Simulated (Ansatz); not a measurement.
Molecule: formaldehyde, CH2O, net charge 0, singlet state. 
Geometry from a B3LYP-D3(BJ)/def2-TZVP (Ansatz, a program for electronic structure) optimisation:
```
C
O 1 1.1989
H 1 1.1075 2 122.05
H 1 1.1075 3 115.91 2 180.00
```

Basis-set convergence of Hartree-Fock and MP2 correlation energies (hartree) with Ansatz. Cores are frozen in the correlated levels unless marked. Spin-orbit coupling is left out. No relativistic terms.

```
basis        functions       E(HF)  E(corr, MP2)
-----------  ---------  ----------  ------------
def2-SVPD           59  -113.78739      -0.32919
def2-TZVPPD        111  -113.91809      -0.39509
def2-QZVPPD        195  -113.92300      -0.42263
```

Extrapolating the two largest sets (X = 3 and 4) as X^-3: E(corr) = (64·(-0.42263) - 27·(-0.39509))/37 = -0.4427 Eh, an estimate of the basis-set limit. The largest set recovers 95.5 % of it, the smallest 74.4 %.
